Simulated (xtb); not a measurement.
SiF₄, SMILES F[Si](F)(F)F. All values are semi-empirical tight-binding results from xtb (GFN2-xTB unless named), good for trends rather than for accurate numbers. Geometry optimised at GFN2-xTB. The isomer is the one that the SMILES or the coordinates give; other isomers of the formula were not compared.

```yaml
point_group_as_xtb_finds_it: Td
orbital_gap: 11.23 eV
dipole_moment: 0.00 D
zero_point_energy: 7.1 kcal/mol
G − E(el) at 298.15 K (modified RRHO): -9.9 kcal/mol
static polarisability (D4 model): 43.8 bohr³
solvation energy, GFN2-xTB/ALPB(water): 4.1 kcal/mol
solvation energy, GFN2-xTB/ALPB(hexane): 1.6 kcal/mol
```
